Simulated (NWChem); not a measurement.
Species: hydrogen chloride (HCl); SMILES Cl

```xyz
2

Cl     0.0000     0.0000     0.0720
H      0.0000     0.0000    -1.2240
```
Atoms are numbered in this order, from 1.

Computed with NWChem. Pople sets run with spherical d functions. Coordinates come from a PBE-D3(BJ)/def2-SVP optimisation. B3LYP is NWChem's, with the RPA form of VWN correlation. Total energies compare along this basis series because the functional is fixed.

```tsv
level	basis functions	energy (Ha)	highest occupied level (eV)	orbital gap (eV)	dipole (D)
B3LYP/STO-3G	10	-455.7593	-7.27	11.95	1.66
B3LYP/3-21G	15	-458.5889	-9.05	9.40	1.76
B3LYP/6-31G*	20	-460.7923	-9.02	9.23	1.47
B3LYP/6-31+G*	24	-460.7947	-9.18	8.68	1.51
B3LYP/6-311G**	32	-460.8334	-9.25	8.93	1.43
B3LYP/6-311++G**	37	-460.8340	-9.21	8.40	1.41
```
